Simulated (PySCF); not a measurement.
# SiCl+: bond curves at several levels of theory

Aim: find the lowest electronic state of SiCl+, scan its bond at several levels of theory, and get bond length, wavenumber and dissociation energy from each curve.

The runs use PySCF 2.14.0; Si STO-3G, Cl STO-3G, no relativity.

**1. The job**

The job is set up so:

```
atoms                         : Si, Cl
charge                        : 1
basis                         : Si STO-3G, Cl STO-3G
Hamiltonian                   : no relativity
basis functions               : 18
electrons treated             : 30
masses in u                   : 27.9769, 34.9689
levels                        : PBE0, PBE, r²SCAN, M06-2X, BP86, PBEsol, ωB97X, HF, MP2, SCS-MP2, CCSD, CCSD(T)
grid                          : 80 radial by 434 angular points
occupations                   : held fixed by the projection of orbital angular momentum
dissociation limit            : Si+ + Cl, each in its ground configuration
starting distance in angstrom : 2.185
values of 2S to try           : 0, 2
```

Run with:

```
> OMP_NUM_THREADS=1 python dia.py task.json out
```

Further steps of the session: The PBE0 curve of the state that the search chose; Other states along the same grid; PBE (GGA); r²SCAN (meta-GGA); M06-2X; BP86 (GGA); PBEsol; ωB97X (range-separated hybrid); RHF; Correlated methods on the Hartree–Fock reference.

What does the calculation give? Wanted: for each run, Re; ωe; De; μ.

The runs gave:

Lowest PBE0 solution found, without spin–orbit coupling: ¹Σ⁺ (singlet), closed shell. State 2 has its PBE0 minimum 4.02 eV higher. The other levels ran on the lowest alone.

```
      level  Re (Å)  ωe (cm⁻¹)  De (eV)  μ (D)
        RHF   2.012        719     3.17  -5.77
    RHF-MP2   2.020        709      n/a    n/a
RHF-SCS-MP2   2.022        702     3.91    n/a
   RHF-CCSD   2.027        692      n/a    n/a
RHF-CCSD(T)   2.033        684      n/a    n/a
        PBE   2.047        664     5.55  -4.78
     PBEsol   2.040        673     5.82  -4.70
       BP86   2.050        660     5.48  -4.78
     r²SCAN   2.037        677     5.35  -4.88
       PBE0   2.028        693     5.06  -5.04
     M06-2X   2.020        707     4.98  -5.27
      ωB97X   2.015        713     4.68  -5.21
```

De is counted to Si+ + Cl in their ground configurations. A positive dipole points from Si to Cl; in an ion it is taken about the centre of mass and does not tell which atom is negative.

What this shows: The methods spread over 0.038 Å in bond length, from RHF to BP86. Of the levels with a De here, RHF gives the least (3.17 eV) and PBEsol the most (5.82 eV).

Correlated steps freeze 10 core orbitals. The basis is very small, so these numbers show the basis as much as the molecule. T1 is 0.025 near the minimum (highest on the curve 0.039), which may point to more than one leading configuration.
